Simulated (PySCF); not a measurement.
## Stretching OH⁺

Set-up: PySCF, no relativity, basis sets H aug-pcseg-1, O aug-pcseg-1. Energies in eV from H⁺ + O in their ground configurations at the same level. State: ³Σ⁻ (triplet), unpaired electrons π ↑↑.

All columns are PBE0. A positive dipole points towards O; it is taken about the centre of mass and depends on that origin.

| R (Å) | E (eV) | μ (D) | Mulliken charge on H (basis-dependent) | HOMO (eV) | LUMO (eV) | Mayer bond order | ⟨S²⟩ |
| --- | --- | --- | --- | --- | --- | --- | --- |
| 0.893 | -4.607 | -1.92 | 0.39 | -26.46 | -17.29 | 0.87 | 2.00 |
| 0.935 | -4.873 | -2.01 | 0.44 | -26.17 | -17.13 | 0.82 | 2.00 |
| 0.977 | -5.024 | -2.11 | 0.49 | -25.88 | -16.97 | 0.76 | 2.00 |
| 1.008 | -5.079 | -2.18 | 0.53 | -25.66 | -16.86 | 0.72 | 2.01 |
| 1.039 | -5.096 | -2.26 | 0.56 | -25.44 | -16.74 | 0.69 | 2.01 |
| 1.070 | -5.080 | -2.34 | 0.59 | -25.22 | -16.63 | 0.65 | 2.01 |
| 1.112 | -5.022 | -2.45 | 0.62 | -24.92 | -16.47 | 0.61 | 2.01 |
| 1.164 | -4.902 | -2.59 | 0.65 | -24.55 | -16.28 | 0.57 | 2.01 |
| 1.226 | -4.713 | -2.77 | 0.68 | -24.11 | -16.06 | 0.52 | 2.01 |
| 1.309 | -4.417 | -3.02 | 0.71 | -23.52 | -15.76 | 0.48 | 2.01 |

A fit through these points gives, at Re = 1.038 Å, μ = -2.26 D and dμ/dR = -2.48 D/Å; the reduced mass is 0.9481 u.

Q: How strong is the fundamental in the double-harmonic approximation, I = 42.26·(dμ/dR)²/μred km/mol?

A: I = 42.26·(-2.48)²/0.9481 = 274 km/mol at PBE0.

For an ion De counts to the pair picked by the measured ionisation energies or electron affinities, which need not be the lowest pair at this level. The state was picked by a PBE0 search and need not be the measured ground state.
